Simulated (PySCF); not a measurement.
# C₄H₈FN: electronic excitations and core binding energies

What electronic excitations and core binding energies should C₄H₈FN (`C[C@@H]1N[C@H]1CF`) show?

Programs: PySCF 2.14.0, with density-fitted response routines of our own. Each step states its level of theory. These are calculated values for one molecule in the gas phase, unless marked as measured. Atoms are numbered from 0 throughout.

### 1 The starting structure

14 atoms, charge 0, multiplicity 1; geometry from: GFN2-xTB.

Bonds of the start (Å): C0–C1 1.51, C1–N2 1.45, N2–C3 1.45, C3–C4 1.51, C4–F5 1.38, C3–C1 1.48, C0–H6 1.09, C0–H7 1.09, C0–H8 1.09, C1–H9 1.09, N2–H10 1.02, C3–H11 1.09, C4–H12 1.10, C4–H13 1.09.

### 2 TDDFT and polarisability: CAM-B3LYP/def2-SVPD

The job: settings as JSON, then the geometry in Å.

```
{"job": {"kind": "uv", "xc": "CAM-B3LYP", "basis": "def2-SVPD", "nstates": 8, "ntriplets": 3}, "charge": 0, "multiplicity": 1}
C     -1.863010     0.537408     0.064852
C     -0.591618     0.086707    -0.608031
N     -0.139152    -1.283904    -0.515417
C      0.606991    -0.264802     0.192027
C      1.996568     0.000722    -0.330133
F      2.405190     1.264902     0.028382
H     -1.846869     1.615479     0.210716
H     -2.723450     0.283803    -0.551994
H     -1.978643     0.058658     1.035974
H     -0.424087     0.522622    -1.587648
H     -0.713459    -1.867916     0.084319
H      0.529262    -0.202219     1.274928
H      2.724403    -0.697883     0.096680
H      2.017195    -0.054050    -1.421799
```

Level: TDDFT CAM-B3LYP/def2-SVPD, vertical, gas phase, core orbitals frozen in the response.

The run is started by

```sh
> OMP_NUM_THREADS=1 python probes_run.py task.json out
```

The driver reads the jobs from task.json and runs them one after another.

The log of the run:

```text
coarse grid: 11456 points
cycle   1  E = -311.3405401915  dE =  8.637e-01  |g| = 5.021e-01  |ddm| = 6.110e+00
cycle   2  E = -311.3380343714  dE =  2.506e-03  |g| = 5.777e-01  |ddm| = 2.024e+00
cycle   3  E = -311.3919878614  dE = -5.395e-02  |g| = 5.681e-02  |ddm| = 7.608e-01
cycle   4  E = -311.3925218815  dE = -5.340e-04  |g| = 1.870e-02  |ddm| = 1.066e-01
cycle   5  E = -311.3925933790  dE = -7.150e-05  |g| = 6.864e-03  |ddm| = 7.115e-02
cycle   6  E = -311.3926030470  dE = -9.668e-06  |g| = 1.907e-03  |ddm| = 1.341e-02
final grid: 110408 points
cycle   7  E = -311.4436049081  dE = -3.653e-05  |g| = 5.546e-03  |ddm| = 9.485e-02
cycle   8  E = -311.4436027482  dE =  2.160e-06  |g| = 6.737e-03  |ddm| = 2.634e-02
cycle   9  E = -311.4436111969  dE = -8.449e-06  |g| = 4.733e-04  |ddm| = 1.276e-02
cycle  10  E = -311.4436112411  dE = -4.423e-08  |g| = 1.724e-04  |ddm| = 1.006e-03
cycle  11  E = -311.4436112482  dE = -7.059e-09  |g| = 2.690e-05  |ddm| = 4.132e-04
cycle  12  E = -311.4436112484  dE = -1.704e-10  |g| = 1.095e-05  |ddm| = 8.631e-05
converged SCF energy = -311.4436112484

Static polarisability (au): isotropic 56.036, principal 50.229 53.692 64.188

Singlet excitations
state   eV       nm        f      main configurations
  1   6.8797    180.2   0.01012   H->L 0.73, H->L+3 0.10, H->L+1 0.10
  2   7.5446    164.3   0.01570   H->L+1 0.66, H->L+2 0.15, H->L 0.10
  3   7.7540    159.9   0.03301   H->L+2 0.56, H->L+3 0.20, H->L+1 0.15
  4   7.9830    155.3   0.01068   H->L+3 0.58, H->L+2 0.20, H->L 0.10
  5   8.7369    141.9   0.05176   H->L+5 0.39, H-1->L 0.16, H->L+8 0.11
  6   8.8784    139.6   0.03763   H->L+4 0.78
  7   8.9273    138.9   0.04482   H-1->L 0.51, H-1->L+1 0.12
  8   9.0440    137.1   0.00921   H->L+5 0.33, H->L+8 0.15, H-1->L+1 0.09

Triplet excitations (Tamm-Dancoff, eV): 6.6181 7.4239 7.4641
```

Run time: 67 s. Hardware: 1 thread of Intel Xeon at 2.50GHz, shared host; peak memory 0.81 GiB.

Frontier orbitals and where they lie:

```tsv
orbital	eV	atoms
HOMO−3	-11.49	F5 27 %, C3 13 %, C4 13 %
HOMO−2	-11.01	F5 25 %, N2 19 %, C3 16 %
HOMO−1	-10.53	C1 18 %, C3 17 %, N2 17 %
HOMO	-8.68	N2 52 %, C3 14 %, C1 13 %
LUMO	1.39	C0 27 %, H10 14 %, H8 14 %
LUMO+1	1.79	C4 21 %, H9 16 %, H13 13 %
LUMO+2	1.91	H11 13 %, H12 13 %, C4 12 %
```

With each of the 8 states as a Gaussian band of 0.4 eV half-width at 1/e, the curve within the window shown has maxima at 161 nm (ε 2,100), 140 nm (ε 5,500) L/(mol cm). Beyond the last state computed it falls off for lack of states. The curve at chosen wavelengths:

(nm, ε (L/mol/cm)): (133, 1428), (136, 3501), (138, 4836), (141, 5451), (143, 4752), (146, 2963), (148, 1958), (151, 1274), (153, 1312), (156, 1723), (159, 2088), (161, 2139), (164, 1898), (166, 1598), (169, 1121), (171, 866), (174, 626), (177, 522), (179, 486), (182, 433), (184, 383), (187, 292), (189, 228), (192, 143), (194, 98), (197, 52)

Ground-state properties from the same run:

```tsv
property	computed
dipole moment (D)	2.04
polarisability (Å³)	8.30
HOMO–LUMO gap (eV)	10.08
−ε(HOMO) (eV)	8.68
```

### 3 Core-electron binding energies: SCAN, X2C

The job, as its differences from that of step 2:

```diff
@@ -1,2 +1,2 @@
-{"job": {"kind": "uv", "xc": "CAM-B3LYP", "basis": "def2-SVPD", "nstates": 8, "ntriplets": 3}, "charge": 0, "multiplicity": 1}
+{"job": {"kind": "xps"}, "charge": 0, "multiplicity": 1}
 C     -1.863010     0.537408     0.064852
```

Method: delta-SCF UKS SCAN, pcX-2 on the ionised atom, pcseg-1 elsewhere, spin-free X2C.

The log of the run:

```text
ground state, core basis on atom 0 (C), 155 functions
  cycle   1  E = -311.72328056  |g| = 5.51e-01
  cycle   2  E = -311.67187274  |g| = 7.74e-01
  cycle   3  E = -311.78550822  |g| = 9.78e-02
  cycle   4  E = -311.78706988  |g| = 4.06e-02
  cycle   5  E = -311.78742312  |g| = 6.46e-03
  cycle   6  E = -311.78743008  |g| = 3.04e-03
  cycle   7  E = -311.78743125  |g| = 8.27e-04
  cycle   8  E = -311.78743095  |g| = 3.50e-04
  E(ground) = -311.79517332 Eh
hole in C 1s of atom 0
  cycle   1  E = -300.54114362  |g| = 1.50e+00
  cycle   2  E = -299.95007286  |g| = 1.76e+00
  cycle   3  E = -301.03634925  |g| = 3.74e-01
  cycle   4  E = -301.06661963  |g| = 2.51e-01
  cycle   5  E = -301.09437171  |g| = 4.80e-02
  cycle   6  E = -301.09505507  |g| = 2.00e-02
  cycle   7  E = -301.09520959  |g| = 6.04e-03
  cycle   8  E = -301.09522685  |g| = 2.09e-03
  cycle   9  E = -301.09522943  |g| = 9.83e-04
  cycle  10  E = -301.09523081  |g| = 5.41e-04
  cycle  11  E = -301.09523012  |g| = 2.48e-04
  E(ion) = -301.10192675 Eh   <S^2> = 0.7669   hole on atom = 1.000   binding energy = 290.978 eV
ground state, core basis on atom 1 (C), 155 functions
  cycle   1  E = -311.79092991  |g| = 5.98e-02
  cycle   2  E = -311.79089891  |g| = 2.46e-02
  cycle   3  E = -311.79095902  |g| = 1.91e-02
  cycle   4  E = -311.79104698  |g| = 2.27e-03
  cycle   5  E = -311.79104824  |g| = 7.16e-04
  cycle   6  E = -311.79104737  |g| = 6.77e-05
  E(ground) = -311.79879711 Eh
hole in C 1s of atom 1
  cycle   1  E = -300.51011374  |g| = 1.52e+00
  cycle   2  E = -299.52647981  |g| = 2.06e+00
  cycle   3  E = -301.01255136  |g| = 3.98e-01
  cycle   4  E = -301.06231092  |g| = 1.87e-01
  cycle   5  E = -301.07553220  |g| = 7.45e-02
  cycle   6  E = -301.07785246  |g| = 1.82e-02
  cycle   7  E = -301.07798874  |g| = 7.83e-03
  cycle   8  E = -301.07802316  |g| = 3.30e-03
  cycle   9  E = -301.07803034  |g| = 2.05e-03
  cycle  10  E = -301.07803452  |g| = 1.04e-03
  cycle  11  E = -301.07803576  |g| = 3.81e-04
  E(ion) = -301.08486519 Eh   <S^2> = 0.7743   hole on atom = 1.000   binding energy = 291.541 eV
ground state, core basis on atom 2 (N), 155 functions
  cycle   1  E = -311.80170664  |g| = 7.48e-02
  cycle   2  E = -311.80165308  |g| = 2.61e-02
  cycle   3  E = -311.80156764  |g| = 3.31e-02
  cycle   4  E = -311.80179285  |g| = 3.95e-03
  cycle   5  E = -311.80179542  |g| = 7.48e-04
  cycle   6  E = -311.80179673  |g| = 1.37e-04
  E(ground) = -311.80850124 Eh
hole in N 1s of atom 2
  cycle   1  E = -296.21322097  |g| = 1.86e+00
  cycle   2  E = -295.26426860  |g| = 2.26e+00
  cycle   3  E = -296.83051669  |g| = 4.90e-01
  cycle   4  E = -296.89307891  |g| = 2.61e-01
  cycle   5  E = -296.91395665  |g| = 8.91e-02
  cycle   6  E = -296.91641429  |g| = 2.09e-02
  cycle   7  E = -296.91662018  |g| = 5.49e-03
  cycle   8  E = -296.91663918  |g| = 1.98e-03
  cycle   9  E = -296.91664124  |g| = 1.19e-03
  cycle  10  E = -296.91664299  |g| = 4.35e-04
  E(ion) = -296.92250025 Eh   <S^2> = 0.7684   hole on atom = 1.000   binding energy = 405.069 eV
ground state, core basis on atom 3 (C), 155 functions
  cycle   1  E = -311.79118508  |g| = 5.76e-02
  cycle   2  E = -311.79116067  |g| = 1.82e-02
  cycle   3  E = -311.79111183  |g| = 2.36e-02
  cycle   4  E = -311.79123246  |g| = 2.75e-03
  cycle   5  E = -311.79123378  |g| = 4.78e-04
  E(ground) = -311.79898794 Eh
hole in C 1s of atom 3
  cycle   1  E = -300.51198447  |g| = 1.52e+00
  cycle   2  E = -299.47709416  |g| = 2.10e+00
  cycle   3  E = -301.00451113  |g| = 4.36e-01
  cycle   4  E = -301.05563090  |g| = 2.52e-01
  cycle   5  E = -301.07779265  |g| = 6.73e-02
  cycle   6  E = -301.07935418  |g| = 1.72e-02
  cycle   7  E = -301.07948087  |g| = 8.51e-03
  cycle   8  E = -301.07952065  |g| = 3.76e-03
  cycle   9  E = -301.07952997  |g| = 2.15e-03
  cycle  10  E = -301.07953352  |g| = 1.03e-03
  cycle  11  E = -301.07953487  |g| = 3.48e-04
  E(ion) = -301.08641673 Eh   <S^2> = 0.7734   hole on atom = 1.000   binding energy = 291.504 eV
ground state, core basis on atom 4 (C), 155 functions
  cycle   1  E = -311.79198381  |g| = 5.90e-02
  cycle   2  E = -311.79192139  |g| = 2.82e-02
  cycle   3  E = -311.79192520  |g| = 2.82e-02
  cycle   4  E = -311.79206912  |g| = 3.72e-03
  cycle   5  E = -311.79207303  |g| = 5.71e-04
  cycle   6  E = -311.79207319  |g| = 1.22e-04
  E(ground) = -311.79948452 Eh
hole in C 1s of atom 4
  cycle   1  E = -300.47859524  |g| = 1.50e+00
  cycle   2  E = -297.60759417  |g| = 2.56e+00
  cycle   3  E = -300.56436407  |g| = 1.04e+00
  cycle   4  E = -300.95603347  |g| = 4.30e-01
  cycle   5  E = -301.01852712  |g| = 1.52e-01
  cycle   6  E = -301.02458360  |g| = 6.63e-02
  cycle   7  E = -301.02651023  |g| = 1.35e-02
  cycle   8  E = -301.02657138  |g| = 8.45e-03
  cycle   9  E = -301.02660770  |g| = 2.21e-03
  cycle  10  E = -301.02661156  |g| = 1.50e-03
  cycle  11  E = -301.02661309  |g| = 6.33e-04
  cycle  12  E = -301.02661302  |g| = 1.80e-04
  E(ion) = -301.03469547 Eh   <S^2> = 0.7713   hole on atom = 1.000   binding energy = 292.925 eV
ground state, core basis on atom 5 (F), 155 functions
  cycle   1  E = -311.83432522  |g| = 1.16e-01
  cycle   2  E = -311.83409733  |g| = 5.18e-02
  cycle   3  E = -311.83399281  |g| = 5.97e-02
  cycle   4  E = -311.83447047  |g| = 4.86e-03
  cycle   5  E = -311.83447688  |g| = 4.27e-04
  E(ground) = -311.84366572 Eh
hole in F 1s of atom 5
  cycle   1  E = -285.50251714  |g| = 2.58e+00
  cycle   2  E = -283.82340186  |g| = 2.60e+00
  cycle   3  E = -285.59077229  |g| = 1.27e+00
  cycle   4  E = -286.34748919  |g| = 3.41e-01
  cycle   5  E = -286.37287691  |g| = 1.89e-01
  cycle   6  E = -286.38729507  |g| = 5.74e-02
  cycle   7  E = -286.38864971  |g| = 1.07e-02
  cycle   8  E = -286.38869683  |g| = 4.91e-03
  cycle   9  E = -286.38870812  |g| = 9.77e-04
  cycle  10  E = -286.38870861  |g| = 4.80e-04
  E(ion) = -286.40421905 Eh   <S^2> = 0.7570   hole on atom = 1.000   binding energy = 692.243 eV
```

It took 1.8 min on 1 thread of Intel Xeon at 2.50GHz, shared host; peak memory 0.56 GiB.

Binding energies by hole, beside the orbital energy of the ground state; the difference holds orbital relaxation and, for a density functional, its self-interaction error:

```tsv
hole	stands for	environment	ΔSCF (eV)	−ε (eV)	⟨S²⟩
C1s on C0	C0	methyl carbon	290.98	273.7	0.767
C1s on C1	C1	aziridine ring carbon	291.54	274.6	0.774
N1s on N2	N2	amine nitrogen	405.07	386.0	0.768
C1s on C3	C3	aziridine ring carbon	291.50	274.6	0.773
C1s on C4	C4	sp3 CH2 bonded to F	292.92	275.5	0.771
F1s on F5	F5	fluorine on an sp3 carbon	692.24	666.1	0.757
```

### 4 Outcome

```
                                quantity                                          value
    lowest singlet (CAM-B3LYP/def2-SVPD)                    6.88 eV (180 nm), f = 0.010
brightest single state of those computed                    state 5, 8.74 eV, f = 0.052
                          lowest triplet                                        6.62 eV
        C1s binding energies, SCAN/pcX-2  C4 292.92, C1 291.54, C3 291.50, C0 290.98 eV
        N1s binding energies, SCAN/pcX-2                                   N2 405.07 eV
        F1s binding energies, SCAN/pcX-2                                   F5 692.24 eV
```

In words: The first singlet state (HOMO→LUMO 0.73, HOMO→LUMO+3 0.10) lies at 6.88 eV and is weak; of the 8 states computed, the strongest absorption comes from state 5 at 8.74 eV. The lowest triplet lies 0.26 eV below the lowest singlet (triplets in Tamm-Dancoff, singlets in full TDDFT). States above −ε(HOMO) lie where TDDFT describes them poorly and they hang on the basis; the brightest is among them. C4 (sp3 CH2 bonded to F) binds its C1s electron 1.95 eV more tightly than C0 (methyl carbon).
